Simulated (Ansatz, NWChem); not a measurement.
SF4 (sulfur tetrafluoride): a line through the functionals

The species is SF4 (5 atoms), meant as a singlet with charge 0. SMILES: `FS(F)(F)F`. The coordinates come from a PBE0-D4/def2-TZVP relaxation.

The HOMO–LUMO gap y, in eV, basis 6-311+G(d,p); a is the functional's share of exact exchange. Programs: Ansatz 0.2.0, NWChem 7.3.0.

```
functional  program     a  y (eV)
    revPBE   Ansatz     0    5.20
      TPSS   NWChem     0    5.37
     B3LYP   Ansatz   0.2    7.30
      PBE0   Ansatz  0.25    7.79
   r2SCAN0   Ansatz  0.25       ?
     BHLYP   Ansatz   0.5   10.43
```

Question: Fit y = c + s·a to the known rows and predict r2SCAN0.

Answer: 
1. Means of the 5 rows: a = 0.1900, y = 7.218.
2. Σ(Δa)² = 0.172, Σ(Δa·Δy) = 1.7654, so the slope is 1.7654/0.172 = 10.264.
3. Intercept: 7.218 − (10.264) × 0.1900 = 5.268. The largest residual of the fit is 0.10.
4. r2SCAN0: 5.268 + (10.264) × 0.25 = 7.83 eV.

The run gave 8.11 eV, so the prediction is off by -0.28 eV, more than the scatter of the fit. Exact exchange lowers occupied levels and raises empty ones. The rows mix families of semi-local functionals, which the line can't see.
